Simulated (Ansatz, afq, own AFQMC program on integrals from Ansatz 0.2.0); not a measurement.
AFQMC on a folder of integrals that Ansatz 0.2.0 wrote.

```yaml
crystal:
  periodic: [false, false, false]
  atoms:
    - {symbol: O, position_ang: [-0.962673, -0.231644, 0.000000]}
    - {symbol: H, position_ang: [-1.211982, 0.694932, 0.000000]}
    - {symbol: H, position_ang: [0.322327, -0.231644, 0.000000]}
    - {symbol: Br, position_ang: [1.852327, -0.231644, 0.000000]}
basis:
  gaussian: {orbitals: cc-pVTZ}
magnetization: {spin_polarized: true, initial_magnetization: 1}
correlation: {method: ccsd_t, electrons: outside_noble_gas, hamiltonian_folder: ham}
```

```sh
$ ansatz run in.yaml --threads 1 --pin off --events-out ev --progress --plain --max-ram 16896MiB --backend cuda --devices 0, --max-vram 18GiB
```

Options of the walk:

```
--method phaseless --trial cisd --walkers 1400 --populations 20 --least-time 60 --time-step 0.005 --steps-per-block 50 --equilibration-blocks 28 --max-blocks 4000 --target-error 0.00023 --factor-cut 1e-05 --start spin_pure --seed 6630 --release-times 0.24,0.51,0.99,1.5 --release-step 0.03 --release-every 4 --taylor-order 6
```

Times are imaginary, in 1/Eh. The walk had a cap of 238 s. With eight or more populations the least sampling time is a fifth of least-time, and the error comes from their spread. Filled inner d shells are frozen with the cores.

Log:

```
orbitals 86  electrons 8 7  factors 561 of 622
reference energy -2648.44236605 Eh
CCSD correlation -0.42743159 Eh in 18 cycles, weight of the determinant in the CISD state 0.8533
energy of the start -2648.866869 Eh
 block  time / (1/Eh)  mean weight  energy / Eh
     1     0.250  0.9993  -2648.863878
     2     0.500  1.0003  -2648.870451
     3     0.750  1.0000  -2648.875841
     4     1.000  0.9999  -2648.878951
     5     1.250  1.0008  -2648.880184
     8     2.000  1.0003  -2648.884394
    13     3.250  1.0002  -2648.883583
    25     6.250  1.0009  -2648.886239
    37     9.250  0.9991  -2648.887729
    49    12.250  0.9986  -2648.887269
    61    15.250  1.0005  -2648.885353
    73    18.250  1.0004  -2648.887026
    85    21.250  1.0005  -2648.885118
    97    24.250  0.9994  -2648.884754
   109    27.250  1.0002  -2648.882276
   121    30.250  0.9998  -2648.882974
   133    33.250  1.0007  -2648.884425
   145    36.250  1.0006  -2648.884862
   157    39.250  1.0005  -2648.889264
error from the spread of 20 populations
released: time / (1/Eh)  energy / Eh  error  mean overlap
  0.24  -2648.886213  0.000172  0.9975
  0.51  -2648.886479  0.000204  0.9909
  0.99  -2648.886336  0.000354  0.9885
  1.50  -2648.886692  0.000430  0.9804
energy -2648.885662 +/- 0.000195 Eh
(rows thinned)
```

The run passed its tests (sampling time, drift between the halves within three errors, error under three times the target), which doesn't prove that it has relaxed, ending at its cap on processor time. The second half of the sampling lies above the first by 2.5 errors of their difference, so the energy may still be moving and its error bar be too small.

Against this walk (error 5.3 meV) on the same determinant: CCSD(T) 23.1 meV higher. The error is statistical and leaves out the bias of the constraint. Released to 0.99 1/Eh the energy moves by -18 ± 11 meV (both errors), within twice the noise.

Cautions: constraint bias not in the error; no relativity below Rb; no spin-orbit coupling; inner d shell frozen.

The walk took 4 min on 1 × NVIDIA H100 80GB HBM3 with 2 threads of AMD EPYC 7R13 Processor (Zen 3), with other jobs on the host (the card was shared). The log's last line is the phaseless energy.

A walk keeps the symmetry of its determinant, which the program's search chose and which needn't be the lowest solution, so a lower state of the same spin and another symmetry isn't excluded.
